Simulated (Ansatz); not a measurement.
# How the smallest direct gap on the k points sampled of SnBr2 (Pnma, No. 62; cell taken from a computed entry) moves with the method

No measured value is used here.

```csv
level (code),value (eV),cell (Å³/atom)
LDA (Ansatz),2.01,28.32
PBEsol (Ansatz),2.10,30.53
G0W0@PBEsol (Ansatz),3.69,33.14
```

Computed values are for a static lattice. Spin–orbit coupling is included only where a level's name says +SOC; with heavier elements it mostly lowers gaps and can invert bands.  G0W0@PBEsol: filled d or f shells below the valence bands can shift G0W0 gaps through exchange with them, which wasn't tested here. Values are at the level's own equilibrium cell; G0W0@PBEsol at a fixed cell, not relaxed at this level and not confirmed as the measured one. Ansatz's density-functional and Hartree–Fock values are scalar-relativistic unless marked +SOC, with PAW data made under PBE.

Ansatz is an electronic-structure program.
